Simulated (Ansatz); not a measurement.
**Molecular dynamics of AlH3MgN, charge -1**

Input:

```yaml
crystal:
  periodic: [false, false, false]
  atoms:
    - { symbol: "N", position_ang: [-0.625314, -0.357418, -0.065184] }
    - { symbol: Al, position_ang: [0.183106, 0.935002, -1.075216] }
    - { symbol: Mg, position_ang: [0.943911, -0.264541, 1.14933] }
    - { symbol: H, position_ang: [-1.525658, -0.843929, -0.190689] }
    - { symbol: H, position_ang: [-0.631639, 1.461671, -2.447917] }
    - { symbol: H, position_ang: [1.655595, -0.930784, 2.629686] }
total_charge: -1
basis:
  gaussian: { orbitals: def2-SVP }
hamiltonian:
  xc: pbe
  dispersion: d4
md:
  timestep: 0.5
  n_steps: 166
  ensemble: nvt_langevin
  temperature: 500.0
  initial_velocities: maxwell_boltzmann
  seed: 564299
  friction: 0.05
scf:
  lower_state_search: "off"
```

Launched with:

```bash
$ ansatz run input.yaml --threads 1 --pin off --max-ram 2048MiB --backend cpu --events-out ev --progress --plain --runs-dir out
```

It starts from a relaxed structure.

Output, in part (step lines, the closing report, with atoms numbered from 0):

```
md step     0: t =     0.00 fs  T =   416.7 K  F+E_penalty+E_count = -13566.94819001 eV  E_kin = 0.323150 eV  (16 SCF iters)
[... lines left out ...]
Total energy: -13566.67887786 eV, -498.5662529361 hartree
Atom 0 at    -0.739185    -0.401362    -0.043297 Å, force     0.571539     0.151549    -0.021927 eV/Å
Atom 1 at     0.332719     0.937009    -0.980783 Å, force    -0.831056    -1.051653     0.943666 eV/Å
Atom 2 at     0.762617    -0.707132     1.226193 Å, force     0.089691     0.328670    -0.521948 eV/Å
Atom 3 at    -1.701041    -0.792532    -0.185103 Å, force     0.536164     0.428623    -0.039167 eV/Å
Atom 4 at    -0.699987     1.622858    -2.066505 Å, force    -0.085572     0.230378    -0.377216 eV/Å
Atom 5 at     1.933719    -1.297684     2.432683 Å, force    -0.280766    -0.087568     0.016593 eV/Å
Dipole moment:    -0.520688    -0.335784     0.094539 e Å
```

The steps, from the saved trajectory:

```json
{"time (fs)": "0.0", "T (K)": "417", "potential energy less start (eV)": "0.000"}
{"time (fs)": "2.5", "T (K)": "352", "potential energy less start (eV)": "0.044"}
{"time (fs)": "5.0", "T (K)": "222", "potential energy less start (eV)": "0.106"}
{"time (fs)": "7.5", "T (K)": "248", "potential energy less start (eV)": "0.172"}
{"time (fs)": "10.0", "T (K)": "298", "potential energy less start (eV)": "0.209"}
{"time (fs)": "12.5", "T (K)": "302", "potential energy less start (eV)": "0.232"}
{"time (fs)": "15.0", "T (K)": "251", "potential energy less start (eV)": "0.308"}
{"time (fs)": "17.5", "T (K)": "276", "potential energy less start (eV)": "0.352"}
{"time (fs)": "20.0", "T (K)": "274", "potential energy less start (eV)": "0.355"}
{"time (fs)": "22.5", "T (K)": "355", "potential energy less start (eV)": "0.264"}
{"time (fs)": "25.0", "T (K)": "451", "potential energy less start (eV)": "0.214"}
{"time (fs)": "27.5", "T (K)": "435", "potential energy less start (eV)": "0.164"}
{"time (fs)": "30.0", "T (K)": "478", "potential energy less start (eV)": "0.200"}
{"time (fs)": "32.5", "T (K)": "476", "potential energy less start (eV)": "0.118"}
{"time (fs)": "35.0", "T (K)": "833", "potential energy less start (eV)": "0.091"}
{"time (fs)": "37.5", "T (K)": "486", "potential energy less start (eV)": "0.126"}
{"time (fs)": "40.0", "T (K)": "320", "potential energy less start (eV)": "0.220"}
{"time (fs)": "42.5", "T (K)": "301", "potential energy less start (eV)": "0.255"}
{"time (fs)": "45.0", "T (K)": "411", "potential energy less start (eV)": "0.280"}
{"time (fs)": "47.5", "T (K)": "475", "potential energy less start (eV)": "0.298"}
{"time (fs)": "50.0", "T (K)": "574", "potential energy less start (eV)": "0.308"}
{"time (fs)": "52.5", "T (K)": "674", "potential energy less start (eV)": "0.306"}
{"time (fs)": "55.0", "T (K)": "556", "potential energy less start (eV)": "0.357"}
{"time (fs)": "57.5", "T (K)": "706", "potential energy less start (eV)": "0.301"}
{"time (fs)": "60.0", "T (K)": "988", "potential energy less start (eV)": "0.196"}
{"time (fs)": "62.5", "T (K)": "820", "potential energy less start (eV)": "0.199"}
{"time (fs)": "65.0", "T (K)": "517", "potential energy less start (eV)": "0.266"}
{"time (fs)": "67.5", "T (K)": "494", "potential energy less start (eV)": "0.308"}
{"time (fs)": "70.0", "T (K)": "396", "potential energy less start (eV)": "0.297"}
{"time (fs)": "72.5", "T (K)": "543", "potential energy less start (eV)": "0.250"}
{"time (fs)": "75.0", "T (K)": "344", "potential energy less start (eV)": "0.307"}
{"time (fs)": "77.5", "T (K)": "310", "potential energy less start (eV)": "0.399"}
{"time (fs)": "80.0", "T (K)": "504", "potential energy less start (eV)": "0.316"}
{"time (fs)": "82.5", "T (K)": "468", "potential energy less start (eV)": "0.263"}
```

The run went to its last step. A run of 0.083 ps of so small a system gives no equilibrium averages. Limits of this set-up: an anion without diffuse functions, the dipole of an ion depends on the origin.

The same pairs are bonded in the first frame and the last. Pairs count as bonded within 1.25 times the sum of covalent radii (0.12 Å more for H–H).

Last frame:

```xyz
6
Properties=species:S:1:pos:R:3
N -0.739 -0.401 -0.043
Al 0.333 0.937 -0.981
Mg 0.763 -0.707 1.226
H -1.701 -0.792 -0.185
H -0.700 1.623 -2.067
H 1.934 -1.298 2.433
```

The run took 3.1 min on 1 thread of Arm Neoverse V1, with other jobs on the host, peak memory 0.23 GiB.
